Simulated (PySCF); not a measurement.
**Löwdin shares of the frontier orbitals**

P₄.
Geometry (PBE0-D3(BJ)/def2-SVP, Å), atoms numbered from 1 in this order:
```
atom  x, y, z in Å
P1     1.2358   -0.2020   -0.5320
P2    -0.4504    1.2046   -0.3817
P3    -0.8273   -0.9632   -0.4557
P4     0.0799   -0.0647    1.3364
```

Computed, not measured: PySCF 2.14.0, density-fitted response routines, TDDFT B3LYP/def2-SVPD, vertical, gas phase, core orbitals frozen in the response.

Frontier orbitals with the atoms that hold most of them (Löwdin shares over 4%, at most four atoms):

```csv
orbital,ε (eV),atoms
LUMO+2,-0.89,"P3 37%, P1 30%, P4 27%, P2 6%"
LUMO+1,-0.89,"P2 38%, P3 37%, P1 13%, P4 12%"
LUMO,-0.89,"P4 36%, P1 32%, P2 31%"
HOMO,-7.36,"P2 25%, P4 25%, P1 25%, P3 25%"
HOMO-1,-7.37,"P2 25%, P4 25%, P1 25%, P3 25%"
HOMO-2,-8.17,"P3 36%, P1 23%, P4 20%, P2 20%"
HOMO-3,-8.17,"P4 31%, P1 30%, P3 19%, P2 19%"
```

Within 0.005 eV of a neighbour in this list lie HOMO-3/HOMO-2 and LUMO/LUMO+1/LUMO+2 (point group found: Td); within a degenerate set the shares of single atoms can hang on how the components are chosen.

Question: How does S1 compare with the orbital gap of 6.47 eV?

Answer: S1 is at 5.20 eV (f = 0.0000), 1.26 eV below the gap, made of HOMO-1/HOMO→LUMO/LUMO+1/LUMO+2 (≥92%). S1/S2/S3 lie within about 0.01 eV of each other. 

Next come S2 at 5.20 eV (f 0.0000), HOMO-1/HOMO→LUMO/LUMO+1/LUMO+2 (≥81%); S3 at 5.20 eV (f 0.0000), HOMO-1/HOMO→LUMO/LUMO+1/LUMO+2 (≥80%); S4 at 5.47 eV (f 0.0000), HOMO-1/HOMO→LUMO+3 (≥55%), HOMO-1/HOMO→LUMO+4 (≥32%); S5 at 5.47 eV (f 0.0000), HOMO-1/HOMO→LUMO+4 (≥58%), HOMO-1/HOMO→LUMO+3 (≥31%).

Orbitals of the list HOMO-3 to LUMO+2 that lie within 0.01 eV of each other are written together with a slash and their weights summed (≥ marks a lower bound); for degenerate orbitals outside that list single weights are arbitrary.

Löwdin shares depend on the basis, the more so with diffuse functions.
